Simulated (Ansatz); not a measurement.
System (SMILES): Cl[B]Cl, doublet.
Atoms: B1, Cl2, Cl3. Bonds: B1-Cl2, B1-Cl3.

Basis-set convergence of the optimised B1-Cl2 bond length at PBE0 with Ansatz (a program for electronic structure). All functions are spherical. The program fits the integrals of some runs and decomposes those of others, by size. Open shells are unrestricted. No added dispersion term, no relativity. Reference: the value in def2-QZVPPD, 1.7179 Å, itself unsure by roughly 0.0002 Å (its mean distance from pcseg-3, def2-QZVPP, cc-pV(Q+d)Z). Deviations are taken from unrounded values.

| basis | functions |
|---|---|
| cc-pV(D+d)Z | 60 |
| aug-cc-pV(D+d)Z | 87 |
| cc-pV(T+d)Z | 108 |
| jun-cc-pV(T+d)Z | 135 |
| aug-cc-pV(T+d)Z | 156 |
| cc-pV(Q+d)Z | 183 |

Problem. Which is the smallest correlation-consistent set listed that can be trusted to 0.003 Å here, that is, within that of the reference together with its larger relatives (same family, alike in diffuse functions; a set with none to test it counts only in the reference's own line)?

Solution. The smallest set listed that lies within 0.003 Å of the reference with all its larger relatives (same family, alike in diffuse functions; a set with none counts only in the reference's own line) is cc-pV(T+d)Z (108 functions, 0.0020 Å off). Value minus reference: cc-pV(D+d)Z 0.0114, aug-cc-pV(D+d)Z 0.0099, cc-pV(T+d)Z 0.0020, jun-cc-pV(T+d)Z 0.0010, aug-cc-pV(T+d)Z 0.0011, cc-pV(Q+d)Z 0.0001 Å.
